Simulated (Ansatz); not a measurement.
# A cut through the energy surface

C2H2S (SMILES C#CS), singlet, at its PBE0-D4/def2-TZVP minimum:

```
atom    x (Å)    y (Å)    z (Å)
  C1  -1.1968  -0.3420   0.0019
  C2   0.0007  -0.2237   0.0261
  S3   1.6789  -0.1976   0.0834
  H4  -2.2568  -0.4334  -0.0218
  H5   1.8239   1.1231  -0.1310
```

The bond length C2–S3 (1.679 Å at the minimum) is set to the values below, the two halves moving rigidly along the bond. Each method's energies count from its own value at the PBE0-D4 minimum structure. Computed with Ansatz 0.2.0 (basis: def2-TZVPP); correlated methods freeze the cores.

CCSD(T) energies along the scan:
```
bond length (Å)  CCSD(T) (eV)
          1.511         0.695
          1.545         0.436
          1.595         0.179
          1.652         0.029
          1.716        -0.002
          1.785         0.084
          1.858         0.269
          1.935         0.533
          2.015         0.853
```
They count from the CCSD(T) energy at the PBE0-D4 minimum.

Minimum and curvature along this coordinate at CCSD(T): A fifth-order fit through the nearest points gives 1.699 Å, with a curvature of about 28 eV/Å².

Question: Treat the two halves as rigid bodies and work out the harmonic wavenumber of this stretch from that curvature (ν̃ = 521.5 √(k/μ) cm⁻¹ with k in eV/Å² and μ in u).

Answer: The halves weigh 25.03 and 33.08 u, so μ = 25.03 × 33.08/58.11 = 14.249 u and ν̃ = 521.5 √(28/14.249) ≈ 730 cm⁻¹. A true normal mode mixes in other motions, so this is a guide only.

Largest difference from the CCSD(T) curve over the scan: r2SCAN-D4 0.147; wB97M-V 0.070; HF 0.132; MP2 0.107 eV. Each curve counts from its own value at the minimum.

The T1 diagnostic stays at or below 0.015.

For scale, one of the runs: CCSD(T)/def2-TZVPP, 132 basis functions (an equivalent command: `ansatz run in.yaml --threads 2`). Hardware: 2 CPU threads, shared host. Wall time 9 s; peak host memory 0.65 GiB.
